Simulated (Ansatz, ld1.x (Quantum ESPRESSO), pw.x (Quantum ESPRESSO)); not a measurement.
**pw.x on bcc Rb: one setting changed**

Potential: norm-conserving Troullier–Martins (Kleinman–Bylander form), ld1.x (Quantum ESPRESSO) 7.5, PBE; core [Ar] 3d10, reference 4s2 4p6 4d0 5s0 5p0; waves: 4s (bound): rc 2.10 bohr; 4p (bound): rc 2.45 bohr; 4d (bound, empty): rc 3.80 bohr; local part: the d channel; core correction: Bessel-smoothed model core inside 1.05 bohr.

The reference run (k-mesh 8³, cutoffs 50/200 Ry, Fermi–Dirac 0.01 Ry, mixing_beta 0.4, conv_thr 1e-9, no spin) gives 0.03 GPa at 91.801 Å³/atom, where all-electron LAPW gives -0.00 GPa. This run, with its own iteration cap, changes smearing to mp.

```
&control
  calculation='scf', prefix='x', pseudo_dir='./', outdir='./tmp', tstress=.true., disk_io='none'
/
&system
  ibrav=0, nat=1, ntyp=1, ecutwfc=50, ecutrho=200, nbnd=12,
  occupations='smearing', smearing='mp', degauss=0.01
/
&electrons
  conv_thr=1e-09, mixing_beta=0.4, electron_maxstep=50
/
ATOMIC_SPECIES
Rb 1.0 Rb.UPF
CELL_PARAMETERS angstrom
  -2.84181503 2.84181503 2.84181503
  2.84181503 -2.84181503 2.84181503
  2.84181503 2.84181503 -2.84181503
ATOMIC_POSITIONS crystal
Rb 0.0000 0.0000 0.0000
K_POINTS automatic
8 8 8 0 0 0
```

```bash
pw.x < Rb.scf.in > Rb.scf.out
```

Task: How does the run end?

Result: It converges in 9 iterations; the free energy moves by +32.8 meV/atom and the pressure by -0.01 GPa. This scheme is built to cancel the term in the square of the width that Fermi–Dirac smearing leaves in the F of a metal.

```
Message from routine setup:
     using ibrav=0 with symmetry is DISCOURAGED, use correct ibrav instead
     lattice parameter (alat)  =       9.3015  a.u.
     unit-cell volume          =     619.5039 (a.u.)^3
     number of electrons       =         9.00
     number of Kohn-Sham states=           12
     kinetic-energy cutoff     =      50.0000  Ry
     charge density cutoff     =     200.0000  Ry
     scf convergence threshold =      1.0E-09
     Exchange-correlation= PBE
     number of k points=    29  Methfessel-Paxton smearing, width (Ry)=  0.0100
     iteration #  1     ecut=    50.00 Ry     beta= 0.40
     total energy              =     -71.37839441 Ry
     estimated scf accuracy    <       0.81918421 Ry
     iteration #  2     ecut=    50.00 Ry     beta= 0.40
     total energy              =     -71.42999693 Ry
     estimated scf accuracy    <       0.07152947 Ry
     iteration #  3     ecut=    50.00 Ry     beta= 0.40
     total energy              =     -71.44353678 Ry
     estimated scf accuracy    <       0.00541716 Ry
     [... 3 iterations left out ...]
     iteration #  7     ecut=    50.00 Ry     beta= 0.40
     total energy              =     -71.44372177 Ry
     estimated scf accuracy    <       0.00000008 Ry
     iteration #  8     ecut=    50.00 Ry     beta= 0.40
     total energy              =     -71.44372177 Ry
     estimated scf accuracy    <          3.6E-09 Ry
     iteration #  9     ecut=    50.00 Ry     beta= 0.40
     the Fermi energy is     1.9523 ev
!    total energy              =     -71.44372178 Ry
     estimated scf accuracy    <          1.8E-10 Ry
     smearing contrib. (-TS)   =      -0.00020077 Ry
     The total energy is F=E-TS. E is the sum of the following terms:
     one-electron contribution =     -27.02157636 Ry
     hartree contribution      =      14.56066681 Ry
     xc contribution           =     -31.53716713 Ry
     ewald contribution        =     -27.44544433 Ry
     convergence has been achieved in   9 iterations
          total   stress  (Ry/bohr**3)                   (kbar)     P=        0.19
     Message from routine punch:
     Nothing written, as per user request (disk_io='none')
```

The run took about 20 s on one core of a shared host (Neoverse-V1, 32 threads, 247 GiB, load 16).
